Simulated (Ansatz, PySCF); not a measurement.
Wanted: the gas-phase enthalpy of formation of COC at 298 K. Reaction (SMILES): COC [methoxymethane] + O (H2O) -> 2 CO (CH4O); bond separation energy.

Structures are relaxed separately at B3LYP-D3(BJ)/def2-TZVP in Ansatz (an electronic-structure program). Valence correlation only, unless marked. Open shells are spin-unrestricted. No spin-orbit coupling. No relativistic terms. CBS(X,Y): correlation extrapolated as X^-3; Hartree-Fock from the larger set. [CCSD(T)-MP2]/basis is that difference in the basis named. Thermal terms are rigid-rotor harmonic-oscillator values from B3LYP-D3(BJ) frequencies (PySCF) at 298.15 K and 1 atm. 1 Eh = 627.5095 kcal/mol. PBE is always shown; the other two functionals were drawn at random. The atomisation route leaves out scalar relativity and anharmonic zero-point terms, the atoms' spin-orbit terms, and in the frozen-core level the core correlation. Atomic data: G2/97 table in ASE.

Tabulated enthalpies of formation of the partners: CO (CH4O) -48.0 kcal/mol, ATcT 1.112; O (H2O) -57.8 kcal/mol, ATcT 1.112.

| level | computed ΔH of the reaction (kcal/mol) | ΔHf by atomisation and measured atoms (kcal/mol) |
|---|---|---|
| PBE/def2-TZVPD (Ansatz) | 4.7 | -54.7 |
| wB97M-V/def2-TZVPD (Ansatz) | 5.2 | -43.8 |
| wB97X-V/def2-TZVPD (Ansatz) | 5.0 | -43.3 |
| RI-MP2/CBS(aug-cc-pVTZ,aug-cc-pVQZ)+[CCSD(T)-MP2]/aug-cc-pVTZ (Ansatz) | 5.4 | -44.3 |

### Question
Derive ΔHf from the reaction at each level, and compare how far the levels part by the two routes.

### Answer

The partners sum to -38.2 kcal/mol (products minus other reactants), so ΔHf = (-38.2 - ΔH):
- PBE/def2-TZVPD: -42.9; errors +1.1 by the reaction, -10.7 by atomisation
- wB97M-V/def2-TZVPD: -43.4; errors +0.6 by the reaction, +0.2 by atomisation
- wB97X-V/def2-TZVPD: -43.2; errors +0.8 by the reaction, +0.7 by atomisation
- RI-MP2/CBS(aug-cc-pVTZ,aug-cc-pVQZ)+[CCSD(T)-MP2]/aug-cc-pVTZ: -43.6; errors +0.4 by the reaction, -0.3 by atomisation
All levels span 0.7 kcal/mol by the reaction and 11.4 by atomisation; without PBE they span 0.4 and 1.0. The errors are against the measured -44.0 kcal/mol (ATcT 1.112).
